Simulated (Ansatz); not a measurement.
For InSe (R3m, No. 160), r²SCAN in Ansatz (PAW) gives:

- lattice constant a = 4.043 Å
- lattice parameter c = 26.056 Å

Q: What does HSE06 in Ansatz (plane waves, PAW) give for the same quantities?

A: 
- lattice constant a: 4.043 Å (hardly moves)
- lattice parameter c: 27.410 Å (increases by 5.2 %)

Changes are worked out from the printed values.

Unless a cell is named, each level is at its own relaxed cell (r²SCAN 30.74, HSE06 32.33 Å³/atom).

Caveats: the cell comes from a level without a dispersion term, which matters for the spacing of layers, chains or molecules (r²SCAN, HSE06). Ansatz's density-functional and Hartree–Fock values are scalar-relativistic unless marked +SOC, with PAW data made under PBE.

Ansatz is an electronic-structure program.
